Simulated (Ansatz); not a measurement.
H3OSi (`O[SiH2]`) radical. Total charge 0; spin multiplicity 2. The structure was optimised at the PBE0-D4/def2-TZVP level.

```xyz
5

O    -0.357   -0.932    0.518
Si    0.430    0.189   -0.406
H    -1.209   -1.241    0.203
H    -0.459    1.352   -0.721
H     1.595    0.631    0.407
```

(1) What is the dipole moment at PBE/def2-TZVPP? (Best estimate.)

(2) And with r2SCAN, B3LYP, ωB97M-V? (An estimate is asked.)

(3) Give the Mulliken charges with PBE, B3LYP, r2SCAN in def2-TZVPP. (Estimate.)

Results:

(1) The calculation gave: 1.30 D, with components (-1.14, -0.22, -0.60) D in this frame, pointing from negative to positive charge.

(2) The calculation gave: r2SCAN 1.33 D, B3LYP 1.34 D, ωB97M-V 1.37 D.

(3) Computed: 
```csv
atom,PBE,B3LYP,r2SCAN
O1,-0.32,-0.36,-0.39
Si2,0.24,0.31,0.33
H3,0.19,0.19,0.20
H4,-0.06,-0.07,-0.08
H5,-0.04,-0.06,-0.06
```

B3LYP here is the variant with VWN-RPA as its local correlation; programs differ in this.
